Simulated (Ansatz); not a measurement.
# N2H+ (quintet): the correlation ladder, def2-TZVPP

The task here is to estimate one member of a computed series from the others.

The runs use Ansatz 0.2.0, Gaussian basis; def2-TZVPP, core rule «outside noble gas», up to 2 orbitals frozen.

To be run: UHF; ROHF; CCSD(T) on UHF.

**The system**

The geometry is a PBE0/def2-TZVP stationary point (not a proven minimum) of the parent state, kept for this charge and spin.

3 atoms, charge 1, spin multiplicity 5.

Atoms are counted from 1 here; the program's logs count them from 0.

Bond lengths: N1–N2 1.443 Å, N1–H3 1.031 Å. Angles: N2–N1–H3 107.0°.

Set-up of the first run:

in.yaml

```yaml
crystal:
  periodic: [false, false, false]
  atoms:
    - {symbol: N, position_ang: [0.000000, 0.119658, 0.676420]}
    - {symbol: N, position_ang: [0.000000, -0.060594, -0.755487]}
    - {symbol: H, position_ang: [0.000000, -0.820779, 1.098745]}
basis:
  gaussian: {orbitals: def2-TZVPP}
total_charge: 1
magnetization: {spin_polarized: true, initial_magnetization: 4}
hamiltonian: {xc: hf}
output: {orbitals: {seedname: orbitals}}
```

Launch:

```sh
ansatz run in.yaml --threads 1 --pin off --events-out ev --progress --plain --max-ram 4096MiB --backend cpu
```

Among the steps run: UHF; ROHF; CCSD(T) on UHF.

One of the session's tables, all rows but one given; the rest of the session is left out.

It belongs to the step «Misses and costs». 

```
  method  from UCCSD(T) (kcal/mol)
    ROHF                         ?
     UHF                   +178.00
    UMP2                    +28.06
   UCCSD                     +5.85
UCCSD(T)                         0
```

Q: Estimate the row for ROHF from the others.

The run gave: from UCCSD(T) (kcal/mol): +184.39. In the column «from UCCSD(T) (kcal/mol)» it is the highest.
